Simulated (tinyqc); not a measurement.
Worked calculation (part 3 of 3): UHF in the sto-6g basis, for NH3+, spin multiplicity 2. Computed by tinyqc, a small Python program that keeps every step (integrals from PySCF). Command: `OMP_NUM_THREADS=1 python tinyqc.py 25851 25852 out.jsonl` (the two numbers bound the seeds that draw the settings). One thread of a shared host (Intel(R) Xeon(R) Processor @ 2.60GHz), about 0.3 s of CPU time with the checks.

Geometry (angstrom):
```
atom        x        y       z
N      0.0000   0.0000  0.4650
H      1.1500   0.0000  0.0000
H     -0.5750   0.9960  0.0000
H     -0.5750  -0.9960  0.0000
```

## Iteration 2: diagonalisation and new density

F(alpha) (hartree), order 1N 1s, 1N 2s, 1N 2px, 1N 2py, 1N 2pz, 2H 1s, 3H 1s, 4H 1s:
$$\begin{pmatrix}
-16.5248 & -3.9571 & 0.0000 & 0.0000 & 0.0021 & -0.6199 & -0.6198 & -0.6198 \\
-3.9571 & -2.4955 & 0.0000 & 0.0000 & -0.0544 & -0.8065 & -0.8065 & -0.8065 \\
0.0000 & 0.0000 & -0.8842 & 0.0000 & 0.0000 & -0.5396 & 0.2698 & 0.2698 \\
0.0000 & 0.0000 & 0.0000 & -0.8842 & 0.0000 & 0.0000 & -0.4673 & 0.4673 \\
0.0021 & -0.0544 & 0.0000 & 0.0000 & -1.0125 & 0.2346 & 0.2345 & 0.2345 \\
-0.6199 & -0.8065 & -0.5396 & 0.0000 & 0.2346 & -0.7126 & -0.2141 & -0.2141 \\
-0.6198 & -0.8065 & 0.2698 & -0.4673 & 0.2345 & -0.2141 & -0.7125 & -0.2140 \\
-0.6198 & -0.8065 & 0.2698 & 0.4673 & 0.2345 & -0.2141 & -0.2140 & -0.7125
\end{pmatrix}$$

F(beta) (hartree), order 1N 1s, 1N 2s, 1N 2px, 1N 2py, 1N 2pz, 2H 1s, 3H 1s, 4H 1s:
$$\begin{pmatrix}
-16.4906 & -3.9331 & 0.0000 & 0.0000 & 0.0039 & -0.6146 & -0.6146 & -0.6146 \\
-3.9331 & -2.2645 & 0.0000 & 0.0000 & 0.2199 & -0.7896 & -0.7896 & -0.7896 \\
0.0000 & 0.0000 & -0.7970 & 0.0000 & 0.0000 & -0.5321 & 0.2660 & 0.2660 \\
0.0000 & 0.0000 & 0.0000 & -0.7970 & 0.0000 & 0.0000 & -0.4608 & 0.4608 \\
0.0039 & 0.2199 & 0.0000 & 0.0000 & -0.4035 & 0.2067 & 0.2067 & 0.2067 \\
-0.6146 & -0.7896 & -0.5321 & 0.0000 & 0.2067 & -0.7040 & -0.2010 & -0.2010 \\
-0.6146 & -0.7896 & 0.2660 & -0.4608 & 0.2067 & -0.2010 & -0.7039 & -0.2009 \\
-0.6146 & -0.7896 & 0.2660 & 0.4608 & 0.2067 & -0.2010 & -0.2009 & -0.7039
\end{pmatrix}$$

X, order 1N 1s, 1N 2s, 1N 2px, 1N 2py, 1N 2pz, 2H 1s, 3H 1s, 4H 1s:
$$\begin{pmatrix}
1.0226 & -0.1367 & 0.0000 & 0.0000 & 0.0064 & 0.0171 & 0.0171 & 0.0171 \\
-0.1367 & 1.2016 & 0.0000 & 0.0000 & -0.0644 & -0.2090 & -0.2090 & -0.2090 \\
0.0000 & 0.0000 & 1.0779 & 0.0000 & 0.0000 & -0.2048 & 0.1024 & 0.1024 \\
0.0000 & 0.0000 & 0.0000 & 1.0779 & 0.0000 & 0.0000 & -0.1774 & 0.1774 \\
0.0064 & -0.0644 & 0.0000 & 0.0000 & 1.0229 & 0.0746 & 0.0746 & 0.0746 \\
0.0171 & -0.2090 & -0.2048 & 0.0000 & 0.0746 & 1.1231 & -0.0307 & -0.0307 \\
0.0171 & -0.2090 & 0.1024 & -0.1774 & 0.0746 & -0.0307 & 1.1231 & -0.0307 \\
0.0171 & -0.2090 & 0.1024 & 0.1774 & 0.0746 & -0.0307 & -0.0307 & 1.1231
\end{pmatrix}$$

Diagonalise F' = X^T F X, C = X C', fill 5 alpha and 4 beta electrons from the bottom; D(s) = C_occ C_occ^T. Each column has its largest component positive (the first on a tie).

F' = X^T F X (alpha) (hartree):
$$\begin{pmatrix}
-16.2761 & -1.9235 & 0.0000 & 0.0000 & 0.0307 & -0.0710 & -0.0709 & -0.0709 \\
-1.9235 & -1.6292 & 0.0000 & 0.0000 & -0.1868 & -0.3416 & -0.3416 & -0.3416 \\
0.0000 & 0.0000 & -0.7013 & 0.0000 & 0.0000 & -0.3920 & 0.1960 & 0.1960 \\
0.0000 & 0.0000 & 0.0000 & -0.7013 & 0.0000 & 0.0000 & -0.3394 & 0.3394 \\
0.0307 & -0.1868 & 0.0000 & 0.0000 & -0.9502 & 0.1635 & 0.1635 & 0.1635 \\
-0.0710 & -0.3416 & -0.3920 & 0.0000 & 0.1635 & -0.3700 & -0.0332 & -0.0332 \\
-0.0709 & -0.3416 & 0.1960 & -0.3394 & 0.1635 & -0.0332 & -0.3700 & -0.0332 \\
-0.0709 & -0.3416 & 0.1960 & 0.3394 & 0.1635 & -0.0332 & -0.0332 & -0.3700
\end{pmatrix}$$

orbital energies (alpha) (hartree): MO1 -16.5269, MO2 -1.6533, MO3 -1.0709, MO4 -1.0325, MO5 -1.0325, MO6 -0.0408, MO7 -0.0056, MO8 -0.0056

coefficients C (alpha), order 1N 1s, 1N 2s, 1N 2px, 1N 2py, 1N 2pz, 2H 1s, 3H 1s, 4H 1s:
$$\begin{pmatrix}
0.9969 & -0.2353 & -0.0191 & 0.0000 & 0.0000 & -0.1262 & 0.0000 & 0.0001 \\
0.0145 & 0.9473 & 0.1551 & 0.0000 & 0.0000 & 0.8223 & 0.0000 & -0.0005 \\
0.0000 & 0.0000 & -0.0002 & 0.7448 & 0.0000 & -0.0004 & 0.0000 & -0.8186 \\
0.0000 & 0.0000 & 0.0000 & 0.0000 & 0.7448 & 0.0000 & 0.8186 & 0.0000 \\
-0.0010 & 0.0765 & 0.9056 & 0.0003 & 0.0000 & -0.4912 & 0.0000 & 0.0003 \\
-0.0024 & 0.0652 & -0.1599 & 0.3663 & 0.0000 & -0.6284 & 0.0000 & 0.8921 \\
-0.0024 & 0.0652 & -0.1598 & -0.1832 & 0.3173 & -0.6291 & -0.7723 & -0.4455 \\
-0.0024 & 0.0652 & -0.1598 & -0.1832 & -0.3173 & -0.6291 & 0.7723 & -0.4455
\end{pmatrix}$$

F' = X^T F X (beta) (hartree):
$$\begin{pmatrix}
-16.2429 & -1.9333 & 0.0000 & 0.0000 & -0.0019 & -0.0682 & -0.0682 & -0.0682 \\
-1.9333 & -1.3651 & 0.0000 & 0.0000 & 0.1153 & -0.3548 & -0.3548 & -0.3548 \\
0.0000 & 0.0000 & -0.6053 & 0.0000 & 0.0000 & -0.4004 & 0.2002 & 0.2002 \\
0.0000 & 0.0000 & 0.0000 & -0.6052 & 0.0000 & 0.0000 & -0.3468 & 0.3468 \\
-0.0019 & 0.1153 & 0.0000 & 0.0000 & -0.3608 & 0.1232 & 0.1232 & 0.1232 \\
-0.0682 & -0.3548 & -0.4004 & 0.0000 & 0.1232 & -0.3677 & -0.0252 & -0.0252 \\
-0.0682 & -0.3548 & 0.2002 & -0.3468 & 0.1232 & -0.0252 & -0.3677 & -0.0252 \\
-0.0682 & -0.3548 & 0.2002 & 0.3468 & 0.1232 & -0.0252 & -0.0252 & -0.3677
\end{pmatrix}$$

orbital energies (beta) (hartree): MO1 -16.4924, MO2 -1.4948, MO3 -0.9816, MO4 -0.9816, MO5 -0.3767, MO6 -0.0230, MO7 0.0339, MO8 0.0339

coefficients C (beta), order 1N 1s, 1N 2s, 1N 2px, 1N 2py, 1N 2pz, 2H 1s, 3H 1s, 4H 1s:
$$\begin{pmatrix}
0.9972 & -0.2174 & 0.0000 & 0.0000 & -0.0884 & -0.1261 & 0.0000 & 0.0000 \\
0.0130 & 0.8531 & 0.0000 & 0.0000 & 0.4454 & 0.8195 & 0.0000 & -0.0003 \\
0.0000 & 0.0000 & 0.7024 & 0.0000 & 0.0000 & -0.0003 & 0.0000 & -0.8552 \\
0.0000 & 0.0000 & 0.0000 & 0.7024 & 0.0000 & 0.0000 & 0.8552 & 0.0000 \\
-0.0013 & -0.1739 & 0.0000 & 0.0000 & 0.8720 & -0.5259 & 0.0000 & 0.0002 \\
-0.0023 & 0.1169 & 0.4110 & 0.0000 & -0.1578 & -0.6216 & 0.0000 & 0.8723 \\
-0.0023 & 0.1169 & -0.2055 & 0.3559 & -0.1578 & -0.6220 & -0.7552 & -0.4358 \\
-0.0023 & 0.1169 & -0.2055 & -0.3559 & -0.1578 & -0.6220 & 0.7552 & -0.4358
\end{pmatrix}$$

D(alpha) after iteration 2, order 1N 1s, 1N 2s, 1N 2px, 1N 2py, 1N 2pz, 2H 1s, 3H 1s, 4H 1s:
$$\begin{pmatrix}
1.0495 & -0.2114 & 0.0000 & 0.0000 & -0.0363 & -0.0147 & -0.0147 & -0.0147 \\
-0.2114 & 0.9216 & 0.0000 & 0.0000 & 0.2129 & 0.0369 & 0.0369 & 0.0369 \\
0.0000 & 0.0000 & 0.5547 & 0.0000 & 0.0000 & 0.2729 & -0.1364 & -0.1364 \\
0.0000 & 0.0000 & 0.0000 & 0.5547 & 0.0000 & 0.0000 & 0.2363 & -0.2363 \\
-0.0363 & 0.2129 & 0.0000 & 0.0000 & 0.8260 & -0.1398 & -0.1398 & -0.1398 \\
-0.0147 & 0.0369 & 0.2729 & 0.0000 & -0.1398 & 0.1640 & -0.0373 & -0.0373 \\
-0.0147 & 0.0369 & -0.1364 & 0.2363 & -0.1398 & -0.0373 & 0.1640 & -0.0373 \\
-0.0147 & 0.0369 & -0.1364 & -0.2363 & -0.1398 & -0.0373 & -0.0373 & 0.1640
\end{pmatrix}$$

D(beta) after iteration 2, order 1N 1s, 1N 2s, 1N 2px, 1N 2py, 1N 2pz, 2H 1s, 3H 1s, 4H 1s:
$$\begin{pmatrix}
1.0417 & -0.1725 & 0.0000 & 0.0000 & 0.0366 & -0.0277 & -0.0277 & -0.0277 \\
-0.1725 & 0.7279 & 0.0000 & 0.0000 & -0.1483 & 0.0997 & 0.0997 & 0.0997 \\
0.0000 & 0.0000 & 0.4934 & 0.0000 & 0.0000 & 0.2887 & -0.1443 & -0.1443 \\
0.0000 & 0.0000 & 0.0000 & 0.4934 & 0.0000 & 0.0000 & 0.2500 & -0.2500 \\
0.0366 & -0.1483 & 0.0000 & 0.0000 & 0.0302 & -0.0203 & -0.0203 & -0.0203 \\
-0.0277 & 0.0997 & 0.2887 & 0.0000 & -0.0203 & 0.1826 & -0.0708 & -0.0708 \\
-0.0277 & 0.0997 & -0.1443 & 0.2500 & -0.0203 & -0.0708 & 0.1826 & -0.0708 \\
-0.0277 & 0.0997 & -0.1443 & -0.2500 & -0.0203 & -0.0708 & -0.0708 & 0.1826
\end{pmatrix}$$

Within a degenerate level the vectors are fixed only up to a rotation; this is one choice.

## Iteration 38 (converged): orbitals

converged F(alpha) (hartree), order 1N 1s, 1N 2s, 1N 2px, 1N 2py, 1N 2pz, 2H 1s, 3H 1s, 4H 1s:
$$\begin{pmatrix}
-16.0705 & -3.8741 & 0.0000 & 0.0000 & 0.0028 & -0.6078 & -0.6077 & -0.6077 \\
-3.8741 & -2.3113 & 0.0000 & 0.0000 & 0.0039 & -0.7633 & -0.7633 & -0.7633 \\
0.0000 & 0.0000 & -0.7597 & 0.0000 & 0.0000 & -0.5035 & 0.2517 & 0.2517 \\
0.0000 & 0.0000 & 0.0000 & -0.7597 & 0.0000 & 0.0000 & -0.4360 & 0.4360 \\
0.0028 & 0.0039 & 0.0000 & 0.0000 & -0.8564 & 0.2177 & 0.2177 & 0.2177 \\
-0.6078 & -0.7633 & -0.5035 & 0.0000 & 0.2177 & -0.6254 & -0.2052 & -0.2052 \\
-0.6077 & -0.7633 & 0.2517 & -0.4360 & 0.2177 & -0.2052 & -0.6254 & -0.2052 \\
-0.6077 & -0.7633 & 0.2517 & 0.4360 & 0.2177 & -0.2052 & -0.2052 & -0.6254
\end{pmatrix}$$

converged F(beta) (hartree), order 1N 1s, 1N 2s, 1N 2px, 1N 2py, 1N 2pz, 2H 1s, 3H 1s, 4H 1s:
$$\begin{pmatrix}
-16.0367 & -3.8392 & 0.0000 & 0.0000 & 0.0055 & -0.6010 & -0.6009 & -0.6009 \\
-3.8392 & -2.0823 & 0.0000 & 0.0000 & 0.2028 & -0.7430 & -0.7429 & -0.7429 \\
0.0000 & 0.0000 & -0.6388 & 0.0000 & 0.0000 & -0.5031 & 0.2515 & 0.2515 \\
0.0000 & 0.0000 & 0.0000 & -0.6388 & 0.0000 & 0.0000 & -0.4357 & 0.4357 \\
0.0055 & 0.2028 & 0.0000 & 0.0000 & -0.1529 & 0.1795 & 0.1795 & 0.1795 \\
-0.6010 & -0.7430 & -0.5031 & 0.0000 & 0.1795 & -0.6586 & -0.1923 & -0.1923 \\
-0.6009 & -0.7429 & 0.2515 & -0.4357 & 0.1795 & -0.1923 & -0.6586 & -0.1922 \\
-0.6009 & -0.7429 & 0.2515 & 0.4357 & 0.1795 & -0.1923 & -0.1922 & -0.6586
\end{pmatrix}$$

As before.

F' = X^T F X (alpha) (hartree):
$$\begin{pmatrix}
-15.8202 & -1.9153 & 0.0000 & 0.0000 & 0.0241 & -0.0681 & -0.0681 & -0.0681 \\
-1.9153 & -1.4410 & 0.0000 & 0.0000 & -0.1195 & -0.3421 & -0.3421 & -0.3421 \\
0.0000 & 0.0000 & -0.5757 & 0.0000 & 0.0000 & -0.3908 & 0.1954 & 0.1954 \\
0.0000 & 0.0000 & 0.0000 & -0.5757 & 0.0000 & 0.0000 & -0.3384 & 0.3384 \\
0.0241 & -0.1195 & 0.0000 & 0.0000 & -0.8009 & 0.1499 & 0.1499 & 0.1499 \\
-0.0681 & -0.3421 & -0.3908 & 0.0000 & 0.1499 & -0.2877 & -0.0374 & -0.0374 \\
-0.0681 & -0.3421 & 0.1954 & -0.3384 & 0.1499 & -0.0374 & -0.2877 & -0.0374 \\
-0.0681 & -0.3421 & 0.1954 & 0.3384 & 0.1499 & -0.0374 & -0.0374 & -0.2877
\end{pmatrix}$$

orbital energies (alpha) (hartree): MO1 -16.0733, MO2 -1.4821, MO3 -0.9184, MO4 -0.9184, MO5 -0.8995, MO6 0.0303, MO7 0.0925, MO8 0.0926

coefficients C (alpha), order 1N 1s, 1N 2s, 1N 2px, 1N 2py, 1N 2pz, 2H 1s, 3H 1s, 4H 1s:
$$\begin{pmatrix}
0.9964 & -0.2312 & 0.0000 & 0.0000 & -0.0416 & -0.1319 & 0.0000 & 0.0001 \\
0.0166 & 0.9108 & -0.0001 & 0.0000 & 0.2374 & 0.8436 & 0.0000 & -0.0004 \\
0.0000 & 0.0000 & 0.7302 & 0.0000 & 0.0002 & -0.0003 & 0.0000 & -0.8316 \\
0.0000 & 0.0000 & 0.0000 & 0.7302 & 0.0000 & 0.0000 & 0.8316 & 0.0000 \\
-0.0012 & -0.0142 & -0.0002 & 0.0000 & 0.9199 & -0.4699 & 0.0000 & 0.0002 \\
-0.0028 & 0.0928 & 0.3821 & 0.0000 & -0.1369 & -0.6305 & 0.0000 & 0.8854 \\
-0.0028 & 0.0927 & -0.1910 & 0.3308 & -0.1370 & -0.6310 & -0.7666 & -0.4423 \\
-0.0028 & 0.0927 & -0.1910 & -0.3308 & -0.1370 & -0.6310 & 0.7666 & -0.4423
\end{pmatrix}$$

F' = X^T F X (beta) (hartree):
$$\begin{pmatrix}
-15.7902 & -1.9124 & 0.0000 & 0.0000 & 0.0024 & -0.0665 & -0.0665 & -0.0665 \\
-1.9124 & -1.1826 & 0.0000 & 0.0000 & 0.0934 & -0.3473 & -0.3472 & -0.3472 \\
0.0000 & 0.0000 & -0.4383 & 0.0000 & 0.0000 & -0.4061 & 0.2030 & 0.2030 \\
0.0000 & 0.0000 & 0.0000 & -0.4383 & 0.0000 & 0.0000 & -0.3517 & 0.3517 \\
0.0024 & 0.0934 & 0.0000 & 0.0000 & -0.1082 & 0.1182 & 0.1181 & 0.1181 \\
-0.0665 & -0.3473 & -0.4061 & 0.0000 & 0.1182 & -0.3338 & -0.0295 & -0.0295 \\
-0.0665 & -0.3472 & 0.2030 & -0.3517 & 0.1181 & -0.0295 & -0.3338 & -0.0295 \\
-0.0665 & -0.3472 & 0.2030 & 0.3517 & 0.1181 & -0.0295 & -0.0295 & -0.3338
\end{pmatrix}$$

orbital energies (beta) (hartree): MO1 -16.0388, MO2 -1.3350, MO3 -0.8732, MO4 -0.8732, MO5 -0.1752, MO6 0.0751, MO7 0.1305, MO8 0.1305

coefficients C (beta), order 1N 1s, 1N 2s, 1N 2px, 1N 2py, 1N 2pz, 2H 1s, 3H 1s, 4H 1s:
$$\begin{pmatrix}
0.9970 & -0.2121 & 0.0000 & 0.0000 & -0.1194 & 0.1106 & 0.0000 & -0.0001 \\
0.0141 & 0.8128 & 0.0000 & 0.0000 & 0.6462 & -0.7207 & 0.0000 & 0.0004 \\
0.0000 & 0.0000 & 0.6464 & 0.0000 & 0.0000 & 0.0004 & 0.0000 & 0.8984 \\
0.0000 & 0.0000 & 0.0000 & 0.6464 & 0.0000 & 0.0000 & 0.8984 & 0.0000 \\
-0.0014 & -0.1394 & 0.0000 & 0.0000 & 0.7062 & 0.7410 & 0.0000 & -0.0003 \\
-0.0024 & 0.1478 & 0.4659 & 0.0000 & -0.3119 & 0.5530 & 0.0000 & -0.8443 \\
-0.0024 & 0.1478 & -0.2329 & 0.4035 & -0.3119 & 0.5535 & -0.7310 & 0.4218 \\
-0.0024 & 0.1478 & -0.2329 & -0.4035 & -0.3119 & 0.5535 & 0.7310 & 0.4218
\end{pmatrix}$$

D(alpha) after iteration 38, order 1N 1s, 1N 2s, 1N 2px, 1N 2py, 1N 2pz, 2H 1s, 3H 1s, 4H 1s:
$$\begin{pmatrix}
1.0480 & -0.2040 & 0.0000 & 0.0000 & -0.0362 & -0.0185 & -0.0185 & -0.0185 \\
-0.2040 & 0.8862 & 0.0000 & 0.0000 & 0.2054 & 0.0519 & 0.0519 & 0.0519 \\
0.0000 & 0.0000 & 0.5333 & 0.0000 & 0.0000 & 0.2790 & -0.1395 & -0.1395 \\
0.0000 & 0.0000 & 0.0000 & 0.5333 & 0.0000 & 0.0000 & 0.2416 & -0.2416 \\
-0.0362 & 0.2054 & 0.0000 & 0.0000 & 0.8464 & -0.1273 & -0.1273 & -0.1273 \\
-0.0185 & 0.0519 & 0.2790 & 0.0000 & -0.1273 & 0.1733 & -0.0456 & -0.0456 \\
-0.0185 & 0.0519 & -0.1395 & 0.2416 & -0.1273 & -0.0456 & 0.1733 & -0.0456 \\
-0.0185 & 0.0519 & -0.1395 & -0.2416 & -0.1273 & -0.0456 & -0.0456 & 0.1733
\end{pmatrix}$$

D(beta) after iteration 38, order 1N 1s, 1N 2s, 1N 2px, 1N 2py, 1N 2pz, 2H 1s, 3H 1s, 4H 1s:
$$\begin{pmatrix}
1.0389 & -0.1583 & 0.0000 & 0.0000 & 0.0282 & -0.0337 & -0.0337 & -0.0337 \\
-0.1583 & 0.6608 & 0.0000 & 0.0000 & -0.1133 & 0.1201 & 0.1201 & 0.1201 \\
0.0000 & 0.0000 & 0.4178 & 0.0000 & 0.0000 & 0.3011 & -0.1506 & -0.1506 \\
0.0000 & 0.0000 & 0.0000 & 0.4178 & 0.0000 & 0.0000 & 0.2608 & -0.2608 \\
0.0282 & -0.1133 & 0.0000 & 0.0000 & 0.0194 & -0.0206 & -0.0206 & -0.0206 \\
-0.0337 & 0.1201 & 0.3011 & 0.0000 & -0.0206 & 0.2389 & -0.0867 & -0.0867 \\
-0.0337 & 0.1201 & -0.1506 & 0.2608 & -0.0206 & -0.0867 & 0.2389 & -0.0867 \\
-0.0337 & 0.1201 & -0.1506 & -0.2608 & -0.0206 & -0.0867 & -0.0867 & 0.2389
\end{pmatrix}$$

Within a degenerate level the vectors are fixed only up to a rotation; this is one choice.

## Convergence

Stop when the energy changes by less than 1e-10 hartree and every element of the error matrix X^T (F D S - S D F) X (for each spin) is below 3e-06.

Course of the cycle:
```
iteration  E (hartree)     change  largest element of the error matrix
1           -53.886175          -                             2.73e-01
2           -55.507008  -1.62e+00                             1.53e-01
3           -55.632408  -1.25e-01                             4.34e-02
4           -55.643028  -1.06e-02                             1.34e-02
5           -55.644073  -1.04e-03                             5.77e-03
6           -55.644275  -2.02e-04                             2.59e-03
7           -55.644357  -8.25e-05                             2.04e-03
8           -55.644403  -4.63e-05                             1.40e-03
9           -55.644432  -2.84e-05                             1.19e-03
10          -55.644450  -1.79e-05                             9.33e-04
11          -55.644461  -1.14e-05                             7.52e-04
12          -55.644468  -7.32e-06                             6.02e-04
13          -55.644473  -4.70e-06                             4.83e-04
14          -55.644476  -3.02e-06                             3.87e-04
...                ...        ...                                  ...
25          -55.644482  -2.32e-08                             3.39e-05
26          -55.644482  -1.49e-08                             2.72e-05
27          -55.644482  -9.58e-09                             2.18e-05
28          -55.644482  -6.15e-09                             1.74e-05
29          -55.644482  -3.95e-09                             1.40e-05
30          -55.644482  -2.54e-09                             1.12e-05
31          -55.644482  -1.63e-09                             8.98e-06
32          -55.644482  -1.05e-09                             7.19e-06
33          -55.644482  -6.72e-10                             5.76e-06
34          -55.644482  -4.31e-10                             4.62e-06
35          -55.644482  -2.77e-10                             3.70e-06
36          -55.644482  -1.78e-10                             2.97e-06
37          -55.644482  -1.14e-10                             2.38e-06
38          -55.644482  -7.33e-11                             1.90e-06
```

PySCF UHF in the same basis, after a stability check = -55.644482 hartree

Converged in 38 iterations.

## Populations, bond orders and dipole

overlap S, order 1N 1s, 1N 2s, 1N 2px, 1N 2py, 1N 2pz, 2H 1s, 3H 1s, 4H 1s:
$$\begin{pmatrix}
1.0000 & 0.2294 & 0.0000 & 0.0000 & 0.0000 & 0.0356 & 0.0356 & 0.0356 \\
0.2294 & 1.0000 & 0.0000 & 0.0000 & 0.0000 & 0.3648 & 0.3647 & 0.3647 \\
0.0000 & 0.0000 & 1.0000 & 0.0000 & 0.0000 & 0.3279 & -0.1639 & -0.1639 \\
0.0000 & 0.0000 & 0.0000 & 1.0000 & 0.0000 & 0.0000 & 0.2840 & -0.2840 \\
0.0000 & 0.0000 & 0.0000 & 0.0000 & 1.0000 & -0.1326 & -0.1326 & -0.1326 \\
0.0356 & 0.3648 & 0.3279 & 0.0000 & -0.1326 & 1.0000 & 0.1215 & 0.1215 \\
0.0356 & 0.3647 & -0.1639 & 0.2840 & -0.1326 & 0.1215 & 1.0000 & 0.1214 \\
0.0356 & 0.3647 & -0.1639 & -0.2840 & -0.1326 & 0.1215 & 0.1214 & 1.0000
\end{pmatrix}$$

Mulliken: Z minus the diagonal of D S on the atom; Loewdin: the same with S^(1/2) D S^(1/2); Mayer order: 2 sum_s sum (D(s) S)_ij (D(s) S)_ji over the two atoms.

Charges (e):
```
atom  Mulliken  Loewdin  Mulliken spin
1N     -0.0477   0.1276         1.2191
2H      0.3492   0.2908        -0.0730
3H      0.3492   0.2908        -0.0730
4H      0.3492   0.2908        -0.0730
```

Mayer bond orders:
```
pair   order
2-1   0.8452
3-1   0.8452
3-2   0.0137
4-1   0.8452
4-2   0.0137
4-3   0.0137
```

dipole moment about the origin, x y z (debye): [-0.0001, 0.0000, -0.0012]

<S^2> of the determinant (pure state: 0.75) = 0.7716
